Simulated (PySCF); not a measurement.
**A diatomic session: CCl**

Aim: find the lowest electronic state of CCl, scan its bond at several levels of theory, and get bond length, wavenumber and dissociation energy from each curve.

Method: C pcseg-1, Cl pcseg-1, no relativity; program: PySCF 2.14.0.

### Step 1. Set-up

A driver script around PySCF takes these settings:

* atoms: C, Cl
* charge: 0
* basis: C pcseg-1, Cl pcseg-1
* Hamiltonian: no relativity
* basis functions: 32
* electrons treated: 23
* masses in u: 12.0000, 34.9689
* levels: PBE0, PBE, r²SCAN, r²SCAN0, BLYP, PW91, LC-ωPBE, HF, MP2, SCS-MP2, CCSD, CCSD(T)
* grid: 80 radial by 434 angular points
* occupations: held fixed by the projection of orbital angular momentum
* dissociation limit: C + Cl, each in its ground configuration
* starting distance in angstrom: 1.680
* values of 2S to try: 1, 3

Started as:

```console
$ OMP_NUM_THREADS=1 python dia.py task.json out
```

The runs that follow: PBE0 along the bond; Other states along the same grid; PBE; r²SCAN; r²SCAN0 (hybrid meta-GGA); BLYP (GGA); PW91; LC-ωPBE (range-separated hybrid); UHF (mean field); MP2 and coupled cluster.

**Question.** What will these runs give? Wanted: for each run, Re; ωe; De; μ.

The runs gave:

Lowest PBE0 solution found, without spin–orbit coupling: ²Π (doublet), unpaired electrons π ↑. State 2 has its PBE0 minimum 2.23 eV higher. The other levels ran on the lowest alone.

```csv
level,Re (Å),ωe (cm⁻¹),De (eV),μ (D)
UHF,1.676,870,2.00,0.83
UHF-MP2,1.667,886,3.57,n/a
UHF-SCS-MP2,1.674,869,3.44,n/a
UHF-CCSD,1.680,864,3.35,n/a
UHF-CCSD(T),1.684,852,3.52,n/a
PBE,1.689,836,4.49,1.39
PW91,1.689,834,4.49,1.38
BLYP,1.710,791,4.17,1.27
r²SCAN,1.679,852,4.14,1.33
PBE0,1.669,878,4.11,1.32
r²SCAN0,1.666,881,3.84,1.27
LC-ωPBE,1.650,929,3.85,1.41
```

De is counted to C + Cl in their ground configurations. A positive dipole means C(−)Cl(+).

Differences from CCSD(T) in the same basis:

```csv
level,Re (mÅ),ωe (%)
UHF,-8,+2.1
UHF-MP2,-17,+4.0
UHF-SCS-MP2,-10,+2.0
UHF-CCSD,-4,+1.5
PBE,+5,-1.8
PW91,+5,-2.1
BLYP,+26,-7.1
r²SCAN,-5,+0.1
PBE0,-15,+3.1
r²SCAN0,-18,+3.5
LC-ωPBE,-34,+9.1
```

In words: Against CCSD(T) in the same basis, the bond length is nearest at UHF-CCSD (-4 mÅ) and farthest at LC-ωPBE (-34 mÅ); the wavenumber is nearest at r²SCAN (+0.1 %) and farthest at LC-ωPBE (+9.1 %). Hartree–Fock makes the bond too short and too stiff against this reference, as it mostly does. PBE gives a bond that is too long and too soft, as GGAs tend to. CCSD(T) in a basis this small is itself some way from its limit, more so than the functionals. Among the levels with a De in the table, it runs from 2.00 eV (UHF) to 4.49 eV (PBE).

Correlated steps freeze 6 core orbitals.
